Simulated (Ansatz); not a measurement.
**Worked example: C3H5F2 → C2HF2 + CH4**

Species: C3H5F2 `[CH2]CC(F)F`, doublet; C2HF2 `[CH]=C(F)F`, doublet; CH4 (methane) `C`, singlet. This is a balance of energies; it says nothing on the path, which may need atoms to shift.

Shapes, held fixed at every level: PBE0-D4/def2-TZVP. Flexible molecules stand in one conformer, not always the lowest. Programs: Ansatz 0.2.0. The zero-point and thermal change to 298 K, harmonic and unscaled (PBE0-D4/def2-TZVP), is -11.5 kJ/mol.

At B2PLYP/def2-TZVPP; 1 Eh = 2625.50 kJ/mol:

| species | energy (Eh) |
| --- | --- |
| C3H5F2 | -316.870832 |
| C2HF2 | -276.319455 |
| CH4 | -40.487158 |

Q: Work out ΔH(298 K) of the reaction at this level.

A: 
1. Products less reactants: (-276.319455) + (-40.487158) − [(-316.870832)] = 0.064219 Eh = +168.6 kJ/mol.
2. With the thermal change: +168.6 + (-11.5) = +157.1 kJ/mol.

Other levels give +149.3 (HF/def2-TZVPP) to +187.9 kJ/mol (SPW92/def2-TZVPP). No measured value is set beside it here. Spin contamination: C2HF2 (⟨S²⟩ up to 0.90). Open shells run unrestricted. The median of the other levels is +167.0 kJ/mol.
